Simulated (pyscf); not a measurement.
PySCF, gas phase, ωB97X-D3(BJ)/def2-SVP geometries. MP2 and CC: frozen core, UHF for open shells. ΔMP2 is the change of the MP2 total energy from the triple- to the quadruple-zeta basis.

Problem. How much does it cost (ΔH, 298 K, CCSD(T)/def2-TZVPP + ΔMP2(QZVPP)) to split cyclic C₃H₆O (SMILES OC1CC1) at its C–H bond into cyclic C₃H₅O (SMILES O[C]1CC1) [doublet] + H•?

Solution. C–H to cyclic C₃H₅O (SMILES O[C]1CC1) [doublet] + H•: 100.8 kcal/mol. cyclic C₃H₆O (SMILES OC1CC1) lies 17.3 kcal/mol over its isomer H₂C=C(CH₃)–OH, and others may lie lower still (electronic energy, ωB97M-D3(BJ)). cyclic C₃H₅O (SMILES O[C]1CC1) [doublet] lies 34.6 kcal/mol over its isomer H₃C–CH₂–C•=O, and others may lie lower still (electronic energy, ωB97M-D3(BJ)). The CCSD(T) − MP2 part came from Ansatz, without density fitting, on the same reference.
